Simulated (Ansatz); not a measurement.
Saddle point of CH9NSi, closed shell (CH₆Si ([CH3][SiH3]) + NH₃ → CH₇NSi ([CH3][SiH2][NH2]) + H₂; bonds formed: Si1–N7, H2–H6; bonds broken: Si1–H2, H6–N7), PBE0-D4/def2-TZVP structure:

```
12
angstrom
Si -0.6545 0.1024 0.0344
H 0.0553 -1.6126 -0.3631
H -1.9668 -0.5817 -0.0647
H -1.0805 1.5598 -0.0134
C 0.3693 0.0446 1.5996
H 0.3940 -0.9492 -1.2738
N 0.2745 0.1825 -1.6066
H 0.0472 0.8127 2.3068
H 0.3207 -0.9404 2.0643
H 1.4186 0.2351 1.3549
H 1.1102 0.7576 -1.6126
H -0.2880 0.3891 -2.4257
```

Energies are electronic, without zero-point energy. Barriers and step energies count from the start structure reached by relaxing down the imaginary mode; all methods use the PBE0-D4 structures, on which another method's saddle can fall below an end. Program: Ansatz 0.2.0. Basis: def2-TZVPP, with def2-QZVPP for the basis limit. Cores are frozen in the correlated methods. B3LYP uses VWN-RPA correlation. Extrapolation: Hartree–Fock as exp(−7.88 √X), correlation as X^−2.97.

| method | barrier (kcal/mol) | step energy (kcal/mol) |
| --- | --- | --- |
| SPW92 | 30.18 | -3.86 |
| PBE-D4 | 38.25 | -3.72 |
| BLYP-D4 | 42.65 | -4.65 |
| r2SCAN-D4 | ? | -4.84 |
| B97M-V | 42.68 | -3.40 |
| PBE0-D4 | 41.35 | -3.63 |
| B3LYP-D4 | 44.92 | -4.37 |
| r2SCAN0-D4 | ? | -4.53 |
| BHLYP-D4 | 48.85 | -4.14 |
| CAM-B3LYP-D4 | 45.76 | -4.32 |
| wB97X-V | 45.90 | -4.03 |
| wB97M-V | 44.79 | -4.37 |
| B2PLYP | 46.94 | -4.39 |
| PBE-QIDH | 44.44 | -4.33 |
| RPA on PBE | ? | -3.42 |
| HF | 60.31 | -2.83 |
| MP2 | 45.97 | -5.60 |
| CCSD | 49.33 | -3.55 |
| CCSD(T) | 47.20 | -3.96 |

Question: Fill in the withheld barriers. (To be estimated.)

Answer: Computed: r2SCAN0-D4 43.07; RPA on PBE 47.84; r2SCAN-D4 41.02 kcal/mol. Each is the energy of the saddle less that of the start structure, by the same method.

For comparison, the barrier by CCSD(T) at an estimated basis limit (MP2 extrapolated from triple and quadruple zeta, plus CCSD(T) − MP2 in triple zeta) is 46.59 kcal/mol.

T1 diagnostic: at most 0.011.

Labels in which every atom is bracketed show which atoms are joined, not bond orders.

For scale, one of the runs: CCSD(T)/def2-TZVPP, 230 basis functions, launched by `ansatz run in.yaml --threads 4 --pin off --events-out ev --progress --plain --max-ram 9574MiB`. The run took 58 s on 4 CPU threads of an Arm Neoverse V1 (shared host), with 3.9 GiB of host memory at its peak.
